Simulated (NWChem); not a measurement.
The numbers come from NWChem runs, not from measurements. System: acetic acid (C₂H₄O₂), charge 0, spin multiplicity 1, at a geometry optimised with PBE0/def2-SVP. Level: BP86/def2-TZVP.

Input file:

```
start mol
memory heap 200 mb stack 900 mb global 1100 mb
geometry units angstroms nocenter noautoz
  C      1.347984     0.350531     0.000000
  C     -0.070326    -0.135870     0.000000
  O     -0.945092     0.882949     0.000000
  O     -0.420354    -1.285547     0.000000
  H      2.030556    -0.505798     0.000000
  H      1.527377     0.978546    -0.884812
  H      1.527377     0.978546     0.884812
  H     -1.827694     0.481531     0.000000
  symmetry group Cs
end
basis spherical
  * library def2-tzvp
end
dft
  xc becke88 perdew86
  semidirect memsize 60000000 filesize 0
  iterations 100
end
task dft energy
```

NWChem printed:

```
             Northwest Computational Chemistry Package (NWChem) 7.3.0
             --------------------------------------------------------

                                NWChem Input Module
                                -------------------

 Scaling coordinates for geometry "geometry" by  1.889725989
 (inverse scale =  0.529177249)

 Turning off AUTOSYM since
 SYMMETRY directive was detected!

                             Geometry "geometry" -> ""
                             -------------------------

 Output coordinates in angstroms (scale by  1.889725989 to convert to a.u.)

  No.       Tag          Charge          X              Y              Z
 ---- ---------------- ---------- -------------- -------------- --------------
    1 C                    6.0000     1.34798400     0.35053100     0.00000000
    2 C                    6.0000    -0.07032600    -0.13587000     0.00000000
    3 O                    8.0000    -0.94509200     0.88294900     0.00000000
    4 O                    8.0000    -0.42035400    -1.28554700     0.00000000
    5 H                    1.0000     2.03055600    -0.50579800     0.00000000
    6 H                    1.0000     1.52737700     0.97854600    -0.88481200
    7 H                    1.0000     1.52737700     0.97854600     0.88481200
    8 H                    1.0000    -1.82769400     0.48153100     0.00000000

 Effective nuclear repulsion energy (a.u.)     121.5409487727

            Nuclear Dipole moment (a.u.)
            ----------------------------
        X                 Y               Z
 ---------------- ---------------- ----------------
    -0.0000075589     0.0000132281     0.0000000000

      Symmetry information
      --------------------

 Group name             Cs
 Group number              2
 Group order               2
 No. of unique centers     7

      Symmetry unique atoms

     1    2    3    4    5    6    8


 Summary of "ao basis" -> "" (spherical)
 ------------------------------------------------------------------------------
       Tag                 Description            Shells   Functions and Types
 ---------------- ------------------------------  ------  ---------------------
 *                         def2-tzvp                  on all atoms

  perdew86 is a nonlocal functional; adding perdew81 local functional.

                                 NWChem DFT Module
                                 -----------------

 Summary of "ao basis" -> "ao basis" (spherical)
 ------------------------------------------------------------------------------
       Tag                 Description            Shells   Functions and Types
 ---------------- ------------------------------  ------  ---------------------
 C                         def2-tzvp                11       31   5s3p2d1f
 O                         def2-tzvp                11       31   5s3p2d1f
 H                         def2-tzvp                 4        6   3s1p

 Summary of "ao basis" -> "ao basis" (spherical)
 ------------------------------------------------------------------------------
       Tag                 Description            Shells   Functions and Types
 ---------------- ------------------------------  ------  ---------------------
 C                         def2-tzvp                11       31   5s3p2d1f
 O                         def2-tzvp                11       31   5s3p2d1f
 H                         def2-tzvp                 4        6   3s1p

      Symmetry analysis of basis
      --------------------------
[...]
 d= 0,ls=0.0,diis     5   -229.1882629580 -2.31D-02  2.05D-04  2.95D-03     9.5
  Resetting Diis
 d= 0,ls=0.0,diis     6   -229.1884746113 -2.12D-04  8.94D-05  4.53D-04    10.4
 d= 0,ls=0.0,diis     7   -229.1885228063 -4.82D-05  4.82D-05  2.60D-05    11.4
 d= 0,ls=0.0,diis     8   -229.1885185301  4.28D-06  3.50D-05  6.90D-05    12.3
 d= 0,ls=0.0,diis     9   -229.1885251551 -6.62D-06  1.00D-05  9.52D-06    13.3
 d= 0,ls=0.0,diis    10   -229.1885259570 -8.02D-07  1.91D-06  3.86D-07    14.2

         Total DFT energy =     -229.188525956959
      One electron energy =     -552.937455760317
           Coulomb energy =      231.753622025675
    Exchange-Corr. energy =      -29.545640994996
 Nuclear repulsion energy =      121.540948772679

 Numeric. integr. density =       32.000001864074

     Total iterative time =     13.3s

                  Occupations of the irreducible representations
                  ----------------------------------------------

                     irrep           alpha         beta
                     --------     --------     --------
                     a'               13.0         13.0
                     a"                3.0          3.0

                       DFT Final Molecular Orbital Analysis
                       ------------------------------------

 Vector   14  Occ=2.000000D+00  E=-3.542648D-01  Symmetry=a'
              MO Center= -3.7D-01, -9.3D-03,  6.6D-14, r^2= 2.5D+00
   Bfn.  Coefficient  Atom+Function         Bfn.  Coefficient  Atom+Function
  ----- ------------  ---------------      ----- ------------  ---------------
   100      0.262299  4 O  py                69      0.252423  3 O  py
    72      0.199939  3 O  py                38     -0.194613  2 C  py
   103      0.186769  4 O  py                 6      0.160862  1 C  px
    66      0.142973  3 O  s                 67      0.142162  3 O  s
   144     -0.139068  8 H  s                 75      0.130459  3 O  py

 Vector   15  Occ=2.000000D+00  E=-2.908071D-01  Symmetry=a"
              MO Center= -6.4D-01, -1.8D-01, -1.8D-15, r^2= 1.8D+00
   Bfn.  Coefficient  Atom+Function         Bfn.  Coefficient  Atom+Function
  ----- ------------  ---------------      ----- ------------  ---------------
    70      0.348249  3 O  pz               101     -0.333267  4 O  pz
    73      0.286535  3 O  pz               104     -0.269449  4 O  pz
    76      0.228175  3 O  pz               107     -0.184650  4 O  pz
    39     -0.090657  2 C  pz                42     -0.074398  2 C  pz
   133     -0.044621  6 H  s                139      0.044621  7 H  s

 Vector   16  Occ=2.000000D+00  E=-2.403952D-01  Symmetry=a'
              MO Center= -3.1D-01, -8.2D-01,  1.6D-15, r^2= 1.7D+00
   Bfn.  Coefficient  Atom+Function         Bfn.  Coefficient  Atom+Function
  ----- ------------  ---------------      ----- ------------  ---------------
    99      0.416991  4 O  px               102      0.335669  4 O  px
   105      0.249344  4 O  px                 5     -0.187778  1 C  s
    69     -0.181731  3 O  py                72     -0.155738  3 O  py
   100     -0.123886  4 O  py                75     -0.123104  3 O  py
     6      0.105405  1 C  px               103     -0.102465  4 O  py

 Vector   17  Occ=0.000000D+00  E=-3.712973D-02  Symmetry=a"
              MO Center= -1.5D-02, -1.9D-01, -5.1D-15, r^2= 2.1D+00
   Bfn.  Coefficient  Atom+Function         Bfn.  Coefficient  Atom+Function
  ----- ------------  ---------------      ----- ------------  ---------------
    42      0.438469  2 C  pz                39      0.400211  2 C  pz
   133      0.380841  6 H  s                139     -0.380841  7 H  s
   107     -0.329565  4 O  pz                45      0.325376  2 C  pz
   101     -0.292761  4 O  pz               104     -0.239530  4 O  pz
    76     -0.217586  3 O  pz                70     -0.179555  3 O  pz

 Vector   18  Occ=0.000000D+00  E= 1.108787D-02  Symmetry=a'
              MO Center= -9.1D-01,  4.1D-01, -2.2D-14, r^2= 6.1D+00
   Bfn.  Coefficient  Atom+Function         Bfn.  Coefficient  Atom+Function
  ----- ------------  ---------------      ----- ------------  ---------------
     5      3.090112  1 C  s                 36     -1.532637  2 C  s
   145     -1.212188  8 H  s                133     -0.901755  6 H  s
   139     -0.901755  7 H  s                127     -0.865770  5 H  s
    67      0.794587  3 O  s                 43     -0.496815  2 C  px
    98      0.458783  4 O  s                 74     -0.294473  3 O  px

 Vector   19  Occ=0.000000D+00  E= 4.162832D-02  Symmetry=a'
              MO Center=  4.1D-01,  6.8D-01,  3.8D-15, r^2= 7.2D+00
   Bfn.  Coefficient  Atom+Function         Bfn.  Coefficient  Atom+Function
  ----- ------------  ---------------      ----- ------------  ---------------
     5      3.890955  1 C  s                 36     -1.686276  2 C  s
   133     -1.672709  6 H  s                139     -1.672709  7 H  s
   145      0.995190  8 H  s                127     -0.777716  5 H  s
    13      0.478305  1 C  py                98      0.274839  4 O  s
    74      0.267296  3 O  px                44     -0.222038  2 C  py

 center of mass
 --------------
 x =  -0.10154279 y =  -0.06031260 z =   0.00000000

 moments of inertia (a.u.)
 ------------------
         159.047346311300          -7.386949709583           0.000000000000
          -7.386949709583         187.859431982505           0.000000000000
           0.000000000000           0.000000000000         335.636236389386

     Multipole analysis of the density
     ---------------------------------

     L   x y z        total         alpha         beta         nuclear
     -   - - -        -----         -----         ----         -------
     0   0 0 0     -0.000000    -16.000000    -16.000000     32.000000

     1   1 0 0      0.134107      0.067057      0.067057     -0.000008
     1   0 1 0      0.653845      0.326916      0.326916      0.000013
     1   0 0 1      0.000000      0.000000      0.000000      0.000000

     2   2 0 0    -13.978274    -63.448726    -63.448726    112.919177
     2   1 1 0     -0.433691     -3.112624     -3.112624      5.791557
     2   1 0 1      0.000000      0.000000      0.000000      0.000000
     2   0 2 0    -21.393541    -51.243785    -51.243785     81.094029
     2   0 1 1     -0.000000     -0.000000     -0.000000      0.000000
     2   0 0 2    -17.272582    -11.432050    -11.432050      5.591517

 Task  times  cpu:       14.2s     wall:       14.2s

 Total times  cpu:       14.3s     wall:       14.3s
```
